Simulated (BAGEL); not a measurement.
**One shape, several levels: triplet C3H4N2**

Aim: a comparison of 3 runs (ROHF/6-31G*, ROHF/cc-pVDZ, UHF/cc-pVDZ) of triplet C3H4N2. 

Program for the calculation: BAGEL 1.2.2.

### Step 1. Starting point

C3H4N2: 9 atoms, total charge 0, spin state triplet. As SMILES of the parent species, `C=NCC#N`. Geometry: relaxed at GFN2-xTB. This is one conformer, not always the lowest. That shape belongs to the parent species and isn't relaxed for this state.

Bond lengths: C1–N2 1.250 Å, N2–C3 1.445 Å, C3–C4 1.449 Å, C4–N5 1.142 Å, C1–H6 1.079 Å, C1–H7 1.096 Å, C3–H8 1.100 Å, C3–H9 1.100 Å. Some angles: C1–N2–C3 120.2°, N2–C3–C4 110.2°, C3–C4–N5 178.9°, N2–C1–H6 117.8°, N2–C1–H7 125.3°, N2–C3–H8 111.4°, N2–C3–H9 111.1°, C4–C3–H8 108.2°, C4–C3–H9 108.1°, H6–C1–H7 117.0°.

### Step 2. A single-point energy at ROHF/6-31G(d) (density fitting with qzvpp-jkfit, spherical functions) (run 1)

calc.json reads:

```json
{ "bagel": [

{
  "title": "molecule",
  "basis": "6-31gs.json",
  "df_basis": "qzvpp-jkfit",
  "angstrom": "true",
  "geometry": [
    { "atom": "C", "xyz": [       0.138350,       0.889150,       1.412320 ] },
    { "atom": "N", "xyz": [      -0.281730,       0.690020,       0.252060 ] },
    { "atom": "C", "xyz": [       0.075390,      -0.520460,      -0.451950 ] },
    { "atom": "C", "xyz": [      -0.495250,      -0.512970,      -1.783380 ] },
    { "atom": "N", "xyz": [      -0.933970,      -0.526470,      -2.837490 ] },
    { "atom": "H", "xyz": [      -0.153600,       1.805200,       1.903000 ] },
    { "atom": "H", "xyz": [       0.784550,       0.207060,       1.977140 ] },
    { "atom": "H", "xyz": [       1.166370,      -0.622080,      -0.546720 ] },
    { "atom": "H", "xyz": [      -0.300120,      -1.409440,       0.075030 ] }
  ]
},

{
  "title": "rohf",
  "nopen": 2
},

{
  "title": "print",
  "file": "orbitals.molden",
  "orbitals": "true"
}

]}
```

The basis set 6-31G* is read from a file made from the Basis Set Exchange's data (not shown).

On the command line:

```sh
$ BAGEL_NUM_THREADS=1 BAGEL calc.json > calc.out
```

The log of the run:

```text
* using 1 threads per process

  ===============================================================
  ===============================================================

  *** Geometry ***

  { "atom" : "C", "xyz" : [      0.261444,      1.680250,      2.668898 ] },
  { "atom" : "N", "xyz" : [     -0.532393,      1.303949,      0.476324 ] },
  { "atom" : "C", "xyz" : [      0.142466,     -0.983527,     -0.854062 ] },
  { "atom" : "C", "xyz" : [     -0.935887,     -0.969373,     -3.370100 ] },
  { "atom" : "N", "xyz" : [     -1.764948,     -0.994884,     -5.362079 ] },
  { "atom" : "H", "xyz" : [     -0.290262,      3.411334,      3.596149 ] },
  { "atom" : "H", "xyz" : [      1.482585,      0.391287,      3.736253 ] },
  { "atom" : "H", "xyz" : [      2.204120,     -1.175561,     -1.033151 ] },
  { "atom" : "H", "xyz" : [     -0.567145,     -2.663456,      0.141786 ] },

  Number of auxiliary basis functions:      451

  Since a DF basis is specified, we compute 2- and 3-index integrals:
    o Being stored without compression. Storage requirement is 0.022 GB

  Number of basis functions:       78
  Number of electrons      :       36

    * METHOD: MOLECULE                             0.21

  *** Open-shell HF ***

  === Nuclear Repulsion ===
   142.6401175938

      * DIIS with orbital gradients will be used.

  === ROHF iteration (6-31gs.json) ===
      0       -224.36217370          0.04544084           0.10
      1       -224.50348370          0.03696657           0.10
      2       -224.54791157          0.03138622           0.10
      3       -224.63957867          0.00338740           0.10
      4       -224.64328377          0.00175823           0.10
      5       -224.64484344          0.00075532           0.10
[... 21 lines of this table left out ...]
     27       -224.64550145          0.00000001           0.10
     28       -224.64550144          0.00000001           0.10
    * SCF iteration converged.

    * S^2 (ROHF) is 2.0000

    * Permanent dipole moment:
           (   -0.684619,     0.335410,    -1.182321) a.u.

    * METHOD: ROHF                                 3.13

    * METHOD: PRINT                                0.01

  ===============================================================
```

Wall time 3.6 s (1 thread of Arm Neoverse V1, shared host); peak memory 0.1 GiB.

### Step 3. A single-point energy at ROHF/cc-pVDZ (density fitting with qzvpp-jkfit) (run 2)

Changes to calc.json since step 2:

```diff
@@ -4,3 +4,3 @@
   "title": "molecule",
-  "basis": "6-31gs.json",
+  "basis": "cc-pvdz.json",
   "df_basis": "qzvpp-jkfit",
@@ -20,12 +20,5 @@
 
-{
-  "title": "rohf",
-  "nopen": 2
-},
+{ "title": "rohf", "nopen": 2 },
 
-{
-  "title": "print",
-  "file": "orbitals.molden",
-  "orbitals": "true"
-}
+{ "title": "print", "file": "orbitals.molden", "orbitals": "true" }
```

The basis set cc-pVDZ is read from a file made from the Basis Set Exchange's data (not shown).

On the command line:

```sh
$ BAGEL_NUM_THREADS=1 BAGEL calc.json > calc.out
```

The log of the run:

```text
* using 1 threads per process

  ===============================================================
  ===============================================================

  *** Geometry ***

  { "atom" : "C", "xyz" : [      0.261444,      1.680250,      2.668898 ] },
  { "atom" : "N", "xyz" : [     -0.532393,      1.303949,      0.476324 ] },
  { "atom" : "C", "xyz" : [      0.142466,     -0.983527,     -0.854062 ] },
  { "atom" : "C", "xyz" : [     -0.935887,     -0.969373,     -3.370100 ] },
  { "atom" : "N", "xyz" : [     -1.764948,     -0.994884,     -5.362079 ] },
  { "atom" : "H", "xyz" : [     -0.290262,      3.411334,      3.596149 ] },
  { "atom" : "H", "xyz" : [      1.482585,      0.391287,      3.736253 ] },
  { "atom" : "H", "xyz" : [      2.204120,     -1.175561,     -1.033151 ] },
  { "atom" : "H", "xyz" : [     -0.567145,     -2.663456,      0.141786 ] },

  Number of auxiliary basis functions:      451

  Since a DF basis is specified, we compute 2- and 3-index integrals:
    o Being stored without compression. Storage requirement is 0.029 GB

  Number of basis functions:       90
  Number of electrons      :       36

    * METHOD: MOLECULE                             0.22

  *** Open-shell HF ***

  === Nuclear Repulsion ===
   142.6401175938

      * DIIS with orbital gradients will be used.

  === ROHF iteration (cc-pvdz.json) ===
      0       -224.41135012          0.03168060           0.12
      1       -224.55051364          0.02646085           0.12
      2       -224.58724095          0.02195081           0.13
      3       -224.66135526          0.00298785           0.13
      4       -224.66526278          0.00146731           0.12
      5       -224.66678546          0.00064917           0.12
[... 21 lines of this table left out ...]
     27       -224.66742326          0.00000002           0.12
     28       -224.66742326          0.00000001           0.12
    * SCF iteration converged.

    * S^2 (ROHF) is 2.0000

    * Permanent dipole moment:
           (   -0.648169,     0.315200,    -1.125271) a.u.

    * METHOD: ROHF                                 3.70

    * METHOD: PRINT                                0.02

  ===============================================================
```

It took 4.2 s on 1 thread of Arm Neoverse V1, shared host; peak memory 0.12 GiB.

### Step 4. The energy at UHF/cc-pVDZ (density fitting with qzvpp-jkfit) (run 3)

input.json reads:

```json
{ "bagel": [

{
  "title": "molecule",
  "basis": "cc-pvdz.json",
  "df_basis": "qzvpp-jkfit",
  "angstrom": "true",
  "geometry": [
    { "atom": "C", "xyz": [    0.138350,    0.889150,    1.412320 ] },
    { "atom": "N", "xyz": [   -0.281730,    0.690020,    0.252060 ] },
    { "atom": "C", "xyz": [    0.075390,   -0.520460,   -0.451950 ] },
    { "atom": "C", "xyz": [   -0.495250,   -0.512970,   -1.783380 ] },
    { "atom": "N", "xyz": [   -0.933970,   -0.526470,   -2.837490 ] },
    { "atom": "H", "xyz": [   -0.153600,    1.805200,    1.903000 ] },
    { "atom": "H", "xyz": [    0.784550,    0.207060,    1.977140 ] },
    { "atom": "H", "xyz": [    1.166370,   -0.622080,   -0.546720 ] },
    { "atom": "H", "xyz": [   -0.300120,   -1.409440,    0.075030 ] }
  ]
},
{
  "title": "uhf",
  "nopen": 2
},
{
  "title": "print",
  "file": "orbitals.molden",
  "orbitals": "true"
}

]}
```

The basis set cc-pVDZ is read from a file made from the Basis Set Exchange's data (not shown).

On the command line:

```sh
$ BAGEL_NUM_THREADS=1 BAGEL input.json > input.out
```

The log of the run:

```text
* using 1 threads per process

  ===============================================================
  ===============================================================

  *** Geometry ***

  { "atom" : "C", "xyz" : [      0.261444,      1.680250,      2.668898 ] },
  { "atom" : "N", "xyz" : [     -0.532393,      1.303949,      0.476324 ] },
  { "atom" : "C", "xyz" : [      0.142466,     -0.983527,     -0.854062 ] },
  { "atom" : "C", "xyz" : [     -0.935887,     -0.969373,     -3.370100 ] },
  { "atom" : "N", "xyz" : [     -1.764948,     -0.994884,     -5.362079 ] },
  { "atom" : "H", "xyz" : [     -0.290262,      3.411334,      3.596149 ] },
  { "atom" : "H", "xyz" : [      1.482585,      0.391287,      3.736253 ] },
  { "atom" : "H", "xyz" : [      2.204120,     -1.175561,     -1.033151 ] },
  { "atom" : "H", "xyz" : [     -0.567145,     -2.663456,      0.141786 ] },

  Number of auxiliary basis functions:      451

  Since a DF basis is specified, we compute 2- and 3-index integrals:
    o Being stored without compression. Storage requirement is 0.029 GB

  Number of basis functions:       90
  Number of electrons      :       36

    * METHOD: MOLECULE                             0.22

  *** Open-shell HF ***

  === Nuclear Repulsion ===
   142.6401175938

      * DIIS with orbital gradients will be used.

  === UHF iteration (cc-pvdz.json) ===
      0       -224.41135012          0.03168060           0.12
      1       -224.55979011          0.02637293           0.12
      2       -224.59642044          0.02191883           0.12
      3       -224.66959018          0.00290557           0.12
      4       -224.67354791          0.00141945           0.12
      5       -224.67498182          0.00062980           0.12
[... 34 lines of this table left out ...]
     40       -224.67551309          0.00000001           0.12
     41       -224.67551309          0.00000001           0.12
    * SCF iteration converged.

    * S^2 (UHF) is 2.0174

    * Permanent dipole moment:
           (   -0.645364,     0.326457,    -1.105798) a.u.

    * METHOD: UHF                                  5.21

    * METHOD: PRINT                                0.02

  ===============================================================
```

Wall time 5.7 s (1 thread of Arm Neoverse V1, shared host); peak memory 0.12 GiB.

### Step 5. Overview of the runs

| run | level | energy (Eh) | dipole moment (D) | ⟨S²⟩ | wall time |
| --- | --- | --- | --- | --- | --- |
| 1 | ROHF/6-31G* (density fitting with qzvpp-jkfit, spherical functions) | -224.645501 | 3.58 | 2.000 | 3.6 s |
| 2 | ROHF/cc-pVDZ (density fitting with qzvpp-jkfit) | -224.667423 | 3.40 | 2.000 | 4.2 s |
| 3 | UHF/cc-pVDZ (density fitting with qzvpp-jkfit) | -224.675513 | 3.36 | 2.017 | 5.7 s |

### Step 6. Summary of results

```
            quantity          value
 run 3: total energy  -224.67551 Eh
run 3: dipole moment         3.36 D
         run 3: ⟨S²⟩          2.017
```

What this shows: The dipole moment (its size) runs from 3.36 D (UHF/cc-pVDZ) to 3.58 D (ROHF/6-31G*). The two ends differ in method and basis. All runs together took 14 s, the longest 5.7 s.
